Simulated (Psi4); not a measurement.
**doublet [SO3]−: UHF/6-311+G(d,p)**

Aim: energy and forces of doublet [SO3]−. 

The calculation is run with Psi4 1.11.

### 1 Starting point

The species is [SO3]− (4 atoms), meant as a doublet with charge -1. As SMILES of the parent species, `O=S(=O)=O`. The shape is that of a PBE0-D4/def2-TZVP optimisation. That shape belongs to the parent species and isn't relaxed for this state.

Bond lengths: O1–S2 1.419 Å, S2–O3 1.419 Å, S2–O4 1.419 Å. Angles: O1–S2–O3 120.0°, O1–S2–O4 120.0°, O3–S2–O4 120.0°.

### 2 Energy and gradient at UHF/6-311+G(d,p)

Input file input.json:

```json
{
  "schema_name": "qcschema_input",
  "schema_version": 1,
  "molecule": {
    "schema_name": "qcschema_molecule",
    "schema_version": 2,
    "symbols": ["O", "S", "O", "O"],
    "geometry": [-2.11946013, -1.2937254, 1.01425381, 1.89e-05, -5.669e-05, -7.559e-05, 2.47353811, -0.61922546, 0.83234877, -0.35409688, 1.91300755, -1.84654588],
    "molecular_charge": -1,
    "molecular_multiplicity": 2,
    "fix_symmetry": "c1"
  },
  "driver": "gradient",
  "model": {
    "method": "hf",
    "basis": "6-311+G**"
  },
  "keywords": {
    "reference": "uhf",
    "puream": true,
    "e_convergence": 1e-09,
    "d_convergence": 1e-08,
    "scf_type": "pk",
    "maxiter": 100,
    "scf_properties": ["QUADRUPOLE", "DIPOLE", "MAYER_INDICES"]
  }
}
```

Run with:

```sh
psi4 --qcschema input.json -n 1 --memory 2200MB
```

stdout:

```text
Psi4 1.11 release

gradient() will perform analytic gradient computation.

   => Loading Basis Set <=

    Name: 6-311+G**
    Role: ORBITAL
    Keyword: BASIS

         ---------------------------------------------------------
                                   SCF
                              UHF Reference
                        1 Threads,   2098 MiB Core
         ---------------------------------------------------------

  ==> Geometry <==

    Molecular point group: c1
    Full point group: C1

    Geometry (in Bohr), charge = -1, multiplicity = 2:

       Center              X                  Y                   Z               Mass
    ------------   -----------------  -----------------  -----------------  -----------------
         O           -2.119463906642    -1.293714072072     1.014272693409    15.994914619570
         S            0.000015123358    -0.000045362072    -0.000056706591    31.972071174400
         O            2.473534333358    -0.619214132072     0.832367653409    15.994914619570
         O           -0.354100656642     1.913018877928    -1.846526996591    15.994914619570

  Running in c1 symmetry.

  Rotational constants: A =      0.34875  B =      0.34874  C =      0.17437 [cm^-1]
  Rotational constants: A =  10455.37161  B =  10455.06676  C =   5227.60960 [MHz]
  Nuclear repulsion =  184.488954521375945

  Charge       = -1
  Multiplicity = 2
  Electrons    = 41
  Nalpha       = 21
  Nbeta        = 20

  ==> Algorithm <==

  SCF Algorithm Type is PK.
  DIIS enabled.
  MOM disabled.
  Fractional occupation disabled.
  Guess Type is SAD.
  Energy threshold   = 1.00e-09
  Density threshold  = 1.00e-08
  Integral threshold = 1.00e-12

  ==> Primary Basis <==

  Basis Set: 6-311+G**
    Blend: 6-311+G**
    Number of shells: 44
    Number of basis functions: 96
    Number of Cartesian functions: 100
    Spherical Harmonics?: true
    Max angular momentum: 2

  ==> Integral Setup <==

  Using in-core PK algorithm.
   Calculation information:
      Number of atoms:                   4
      Number of AO shells:              44
      Number of primitives:             82
      Number of atomic orbitals:       100
      Number of basis functions:        96

      Integral cutoff                 1.00e-12
      Number of threads:                 1

  Performing in-core PK
  Using 21682992 doubles for integral storage.
  We computed 448904 shell quartets total.
  Whereas there are 490545 unique shell quartets.

  ==> DiskJK: Disk-Based J/K Matrices <==

    J tasked:                  Yes
    K tasked:                  Yes
    wK tasked:                  No
    Memory [MiB]:             1573
    Schwarz Cutoff:          1E-12

  Minimum eigenvalue in the overlap matrix is 4.8154924756E-04.
  Reciprocal condition number of the overlap matrix is 7.1819509854E-05.
    Using symmetric orthogonalization.

  ==> Pre-Iterations <==

  SCF Guess: Superposition of Atomic Densities via on-the-fly atomic UHF (no occupation information).

   -------------------------
    Irrep   Nso     Nmo
   -------------------------
     A         96      96
   -------------------------
    Total      96      96
   -------------------------

  ==> Iterations <==

                        Total Energy        Delta E     RMS |[F,P]|

   @UHF iter SAD:  -622.15549359005831   -6.22155e+02   0.00000e+00
   @UHF iter   1:  -621.85757513557166    2.97918e-01   7.77995e-03 DIIS/ADIIS
   @UHF iter   2:  -621.97946430178513   -1.21889e-01   5.05617e-03 DIIS/ADIIS
   @UHF iter   3:  -622.05227777821960   -7.28135e-02   4.14032e-04 DIIS/ADIIS
   @UHF iter   4:  -622.05336183995507   -1.08406e-03   1.37411e-04 DIIS/ADIIS
   @UHF iter   5:  -622.05357284528998   -2.11005e-04   4.73587e-05 DIIS
   @UHF iter   6:  -622.05361100028426   -3.81550e-05   1.61763e-05 DIIS
   @UHF iter   7:  -622.05361559816220   -4.59788e-06   5.75981e-06 DIIS
   @UHF iter   8:  -622.05361621115139   -6.12989e-07   2.47624e-06 DIIS
   @UHF iter   9:  -622.05361638996283   -1.78811e-07   1.30549e-06 DIIS
   @UHF iter  10:  -622.05361647473148   -8.47687e-08   1.16715e-06 DIIS
   @UHF iter  11:  -622.05361651513124   -4.03998e-08   1.20785e-06 DIIS
   @UHF iter  12:  -622.05361639838327    1.16748e-07   1.04271e-06 DIIS
   @UHF iter  13:  -622.05361621657164    1.81812e-07   5.44941e-07 DIIS
   @UHF iter  14:  -622.05361617594292    4.06287e-08   2.07034e-07 DIIS
   @UHF iter  15:  -622.05361617407607    1.86685e-09   6.70524e-08 DIIS
   @UHF iter  16:  -622.05361617410460   -2.85354e-11   1.98990e-08 DIIS
   @UHF iter  17:  -622.05361617411199   -7.38964e-12   4.45393e-09 DIIS
  Energy and wave function converged.

  ==> Post-Iterations <==

   @Spin Contamination Metric:   1.899377168E-02
   @S^2 Expected:                7.500000000E-01
   @S^2 Observed:                7.689937717E-01
   @S   Expected:                5.000000000E-01
   @S   Observed:                5.000000000E-01

    Orbital Energies [Eh]
    ---------------------

    Alpha Occupied:

       1A    -91.921427     2A    -20.348668     3A    -20.348665
       4A    -20.348631     5A     -8.913255     6A     -6.610303
       7A     -6.596076     8A     -6.596076     9A     -1.310043
      10A     -1.161719    11A     -1.161714    12A     -0.612422
      13A     -0.521373    14A     -0.467403    15A     -0.467402
      16A     -0.355897    17A     -0.355893    18A     -0.335837
      19A     -0.335836    20A     -0.253058    21A     -0.035860

    Alpha Virtual:

      22A      0.206987    23A      0.229784    24A      0.243536
      25A      0.243537    26A      0.373193    27A      0.389525
      28A      0.389525    29A      0.430725    30A      0.446834
      31A      0.446834    32A      0.509471    33A      0.512394
      34A      0.520386    35A      0.520386    36A      0.552798
      37A      0.564109    38A      0.564114    39A      0.574828
      40A      0.722547    41A      0.722548    42A      0.783603
      43A      0.783614    44A      1.070553    45A      1.152286
      46A      1.152288    47A      1.369818    48A      1.377179
      49A      1.377183    50A      1.493566    51A      1.493569
      52A      1.560316    53A      1.561531    54A      1.561534
      55A      1.583509    56A      1.593323    57A      1.761790
      58A      1.761803    59A      1.957182    60A      2.032493
      61A      2.032499    62A      2.064014    63A      2.301540
      64A      2.301547    65A      3.320717    66A      3.371143
      67A      3.371145    68A      3.374207    69A      3.384865
      70A      3.384869    71A      3.405575    72A      3.509566
      73A      3.592952    74A      3.592959    75A      3.774357
      76A      3.774371    77A      3.999591    78A      4.245270
      79A      4.245282    80A      5.702607    81A      5.702610
      82A      5.744746    83A      5.744749    84A      5.759536
      85A      5.788759    86A      5.792202    87A      6.118407
      88A      6.118415    89A      9.007412    90A     18.440601
      91A     18.818626    92A     18.818639    93A     51.733651
      94A     51.778052    95A     51.778056    96A    192.806537

    Beta Occupied:

       1A    -91.911941     2A    -20.339250     3A    -20.339248
       4A    -20.339202     5A     -8.903443     6A     -6.590838
       7A     -6.590838     8A     -6.575832     9A     -1.283937
      10A     -1.142049    11A     -1.142044    12A     -0.567653
      13A     -0.459165    14A     -0.459163    15A     -0.428546
      16A     -0.333087    17A     -0.333086    18A     -0.265056
      19A     -0.265053    20A     -0.242911

    Beta Virtual:

      21A      0.217006    22A      0.231095    23A      0.243637
      24A      0.243637    25A      0.362940    26A      0.390274
      27A      0.390275    28A      0.422723    29A      0.440254
      30A      0.452978    31A      0.452978    32A      0.509678
      33A      0.520467    34A      0.520467    35A      0.525097
      36A      0.567663    37A      0.567667    38A      0.570664
      39A      0.609266    40A      0.722845    41A      0.722845
      42A      0.796582    43A      0.796592    44A      1.088141
      45A      1.222518    46A      1.222520    47A      1.370753
      48A      1.379569    49A      1.379573    50A      1.516507
      51A      1.516510    52A      1.564047    53A      1.564050
      54A      1.588542    55A      1.596791    56A      1.628728
      57A      1.770043    58A      1.770056    59A      1.965133
      60A      2.039102    61A      2.039109    62A      2.119308
      63A      2.309259    64A      2.309266    65A      3.320683
      66A      3.394730    67A      3.394732    68A      3.397426
      69A      3.409256    70A      3.409259    71A      3.429635
      72A      3.534652    73A      3.617498    74A      3.617504
      75A      3.776819    76A      3.776833    77A      4.008709
      78A      4.251635    79A      4.251647    80A      5.735207
      81A      5.735210    82A      5.749771    83A      5.749773
      84A      5.791464    85A      5.793272    86A      5.793770
      87A      6.121247    88A      6.121255    89A      9.021162
      90A     18.471872    91A     18.823038    92A     18.823051
      93A     51.739483    94A     51.783865    95A     51.783869
      96A    192.812457

    Final Occupation by Irrep:
              A
    DOCC [    20 ]
    SOCC [     1 ]
    NA   [    21 ]
    NB   [    20 ]

  @UHF Final Energy:  -622.05361617411199

   => Energetics <=

    Nuclear Repulsion Energy =            184.4889545213759448
    One-Electron Energy =               -1235.5152446006593436
    Two-Electron Energy =                 428.9726739051714617
    Total Energy =                       -622.0536161741119940

  UHF NO Occupations:
  HONO-2 :   19  A 1.9980139
  HONO-1 :   20  A 1.9962579
  HONO-0 :   21  A 1.0000000
  LUNO+0 :   22  A 0.0037421
  LUNO+1 :   23  A 0.0019861
  LUNO+2 :   24  A 0.0019861
  LUNO+3 :   25  A 0.0011897

Computation Completed

Properties will be evaluated at   0.000000,   0.000000,   0.000000 [a0]

Properties computed using the SCF density matrix

 Multipole Moments:

 ------------------------------------------------------------------------------------
     Multipole            Electronic (a.u.)      Nuclear  (a.u.)        Total (a.u.)
 ------------------------------------------------------------------------------------

 L = 1.  Multiply by 2.5417464519 to convert [e a0] to [Debye]
 Dipole X            :          0.0000958            0.0000001            0.0000960
 Dipole Y            :         -0.0005559           -0.0000004           -0.0005563
 Dipole Z            :         -0.0006074           -0.0000005           -0.0006079
 Magnitude           :                                                    0.0008296

 L = 2.  Multiply by 1.3450342976 to convert [e a0^2] to [Debye ang]
 Quadrupole XX       :       -115.6372558           85.8870930          -29.7501628
 Quadrupole XY       :         -4.6708225            4.2634530           -0.4073695
 Quadrupole XZ       :         -4.9345654            4.5042562           -0.4303092
 Quadrupole YY       :        -71.6479985           45.7341078          -25.9138908
 Quadrupole YZ       :         46.9770855          -42.8802693            4.0968161
 Quadrupole ZZ       :        -66.5163337           41.0499757          -25.4663580
 Traceless XX        :        -31.0367265           28.3300342           -2.7066923
 Traceless YY        :         12.9525308          -11.8229510            1.1295798
 Traceless ZZ        :         18.0841957          -16.5070831            1.5771125

 ------------------------------------------------------------------------------------

  Mayer Bond Indices:

  Total Bond Index:
  Irrep: 1 Size: 4 x 4

                 1                   2                   3                   4

    1     0.00000000000000     1.54629264111088    -0.09204698422143    -0.09204824865107
    2     1.54629264111088     0.00000000000000     1.54630643300261     1.54630292263762
    3    -0.09204698422143     1.54630643300261     0.00000000000000    -0.09205085532463
    4    -0.09204824865107     1.54630292263762    -0.09205085532463     0.00000000000000

  Alpha Contribution:
  Irrep: 1 Size: 4 x 4

                 1                   2                   3                   4

    1     0.00000000000000     0.60592936066214    -0.04711807285839    -0.04711847681391
    2     0.60592936066214     0.00000000000000     0.60593445605603     0.60593476198704
    3    -0.04711807285839     0.60593445605603     0.00000000000000    -0.04712003990772
    4    -0.04711847681391     0.60593476198704    -0.04712003990772     0.00000000000000

  Beta Contribution:
  Irrep: 1 Size: 4 x 4

                 1                   2                   3                   4

    1     0.00000000000000     0.94036328044874    -0.04492891136305    -0.04492977183716
    2     0.94036328044874     0.00000000000000     0.94037197694659     0.94036816065058
    3    -0.04492891136305     0.94037197694659     0.00000000000000    -0.04493081541691
    4    -0.04492977183716     0.94036816065058    -0.04493081541691     0.00000000000000

  Atomic Valences:

 #  #
 Irrep: 1
      1:    1.362197408238372
      2:    4.638901996751112
      3:    1.362208593456553
      4:    1.362203818661914

	total time  =          6 seconds =       0.10 minutes

         ------------------------------------------------------------
                                   SCF GRAD
         ------------------------------------------------------------

  ==> Geometry <==

    Molecular point group: c1
    Full point group: C1

    Geometry (in Bohr), charge = -1, multiplicity = 2:

       Center              X                  Y                   Z               Mass
    ------------   -----------------  -----------------  -----------------  -----------------
         O           -2.119463906642    -1.293714072072     1.014272693409    15.994914619570
         S            0.000015123358    -0.000045362072    -0.000056706591    31.972071174400
         O            2.473534333358    -0.619214132072     0.832367653409    15.994914619570
         O           -0.354100656642     1.913018877928    -1.846526996591    15.994914619570

  Nuclear repulsion =  184.488954521375945

  ==> Basis Set <==

  Basis Set: 6-311+G**
    Blend: 6-311+G**
    Number of shells: 44
    Number of basis functions: 96
    Number of Cartesian functions: 100
    Spherical Harmonics?: true
    Max angular momentum: 2

  ==> DirectJKGrad: Integral-Direct SCF Gradients <==

    Gradient:                    1
    J tasked:                  Yes
    K tasked:                  Yes
    wK tasked:                  No
    Integrals threads:           1
    Schwarz Cutoff:          1E-12

  -Total Gradient:
     Atom            X                  Y                   Z
    ------   -----------------  -----------------  -----------------
       1        0.074054828542     0.045321990658    -0.035325487032
       2        0.000043112872    -0.000336051065    -0.000349632225
       3       -0.086456425709     0.021749644688    -0.028967856779
       4        0.012358484295    -0.066735584282     0.064642976036

	total time  =          5 seconds =       0.08 minutes

    Psi4 run time: 0:00:11.79
```

The result, in JSON:

```text
{
 "driver": "gradient",
 "model": {
  "method": "hf",
  "basis": "6-311+G**"
 },
 "success": true,
 "return_result": [0.07405482854210005, 0.04532199065841608, -0.0353254870319091, 4.311287195537984e-05, -0.0003360510647815762, -0.0003496322249189531, -0.08645642570877654, 0.021749644688371317, -0.028967856779139683, 0.012358484295308406, -0.0667355842815952, 0.06464297603561542],
 "properties": {
  "calcinfo_nbasis": 96,
  "calcinfo_nmo": 96,
  "calcinfo_nalpha": 21,
  "calcinfo_nbeta": 20,
  "calcinfo_natom": 4,
  "nuclear_repulsion_energy": 184.48895452137594,
  "return_energy": -622.053616174112,
  "return_gradient": [0.07405482854210005, 0.04532199065841608, -0.0353254870319091, 4.311287195537984e-05, -0.0003360510647815762, -0.0003496322249189531, -0.08645642570877654, 0.021749644688371317, -0.028967856779139683, 0.012358484295308406, -0.0667355842815952, 0.06464297603561542],
  "scf_one_electron_energy": -1235.5152446006593,
  "scf_two_electron_energy": 428.97267390517146,
  "scf_dipole_moment": [9.596359085028983e-05, -0.000556312682030935, -0.0006078752167173462],
  "scf_total_energy": -622.053616174112,
  "scf_total_gradient": [0.07405482854210005, 0.04532199065841608, -0.0353254870319091, 4.311287195537984e-05, -0.0003360510647815762, -0.0003496322249189531, -0.08645642570877654, 0.021749644688371317, -0.028967856779139683, 0.012358484295308406, -0.0667355842815952, 0.06464297603561542],
  "scf_iterations": 17
 }
}
```

It took 14 s on 1 thread of Intel Xeon at 2.50GHz (Skylake/Cascade Lake), shared host; peak memory 0.35 GiB.

### 3 Results

At UHF/6-311+G**:

| quantity | value |
| --- | --- |
| total energy | -622.05362 Eh |
| HOMO energy (highest over α and β) | -0.98 eV |
| LUMO energy (lowest over α and β) | 5.63 eV |
| ⟨S²⟩ | 0.769 |
| largest force on an atom | 4.820 eV/Å |
